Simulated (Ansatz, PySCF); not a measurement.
diphosphorus (P2), SMILES P#P.

Coordinates come from a B3LYP-D3(BJ)/def2-TZVPD optimisation.

Vertical ionisation energy (IE) and electron affinity (EA) in eV. Rows of orbital energies are one-electron estimates. Where ΔSCF, EOM or ADC give a negative EA the extra electron is unbound and the value depends on the basis.

| level | IE | EA |
|---|---|---|
| −ε(HOMO), −ε(LUMO), HF/def2-TZVPD (PySCF) | 10.11 | -0.55 |
| −ε(HOMO), −ε(LUMO), r2SCAN/def2-TZVPD (PySCF) | 7.39 | 3.32 |
| −ε(HOMO), −ε(LUMO), PBE/def2-TZVPD (PySCF) | ___ | ___ |
| EOM-CCSD/aug-cc-pVDZ (PySCF) | 10.59 | 0.16 |
| ADC(3)/aug-cc-pVDZ (PySCF) | 10.37 | 0.31 |
| ΔSCF, CAM-B3LYP/def2-TZVPD (Ansatz), final states of multiplicity 2 and 2 | 10.38 | 0.52 |
| ΔSCF, PBE/def2-TZVPD (Ansatz), final states of multiplicity 2 and 2 | 10.52 | 0.42 |

### Question
Complete the blanks. (The exact figures need the calculation; the answer reports its results.)

### Answer

- −ε(HOMO), −ε(LUMO), PBE/def2-TZVPD (PySCF), IE: 7.12
- −ε(HOMO), −ε(LUMO), PBE/def2-TZVPD (PySCF), EA: 3.39

### Question
What vertical singlet–triplet gap does ΔSCF give with CAM-B3LYP/def2-TZVPD (Ansatz, a quantum-chemistry and plane-wave program) and with PBE/def2-TZVPD (Ansatz)? (The exact figures need the calculation; the answer reports its results.)

### Answer
2.69 and 2.90 eV (triplet above singlet where positive).

### Question
Beyond the first one, list the lowest photoelectron lines from ADC(3)/aug-cc-pVDZ in PySCF with their pole strengths (two spins summed). (Estimate from the structure and the level; the computed values follow.)

### Answer
10.62 eV (1.79), 13.39 eV (0.34).
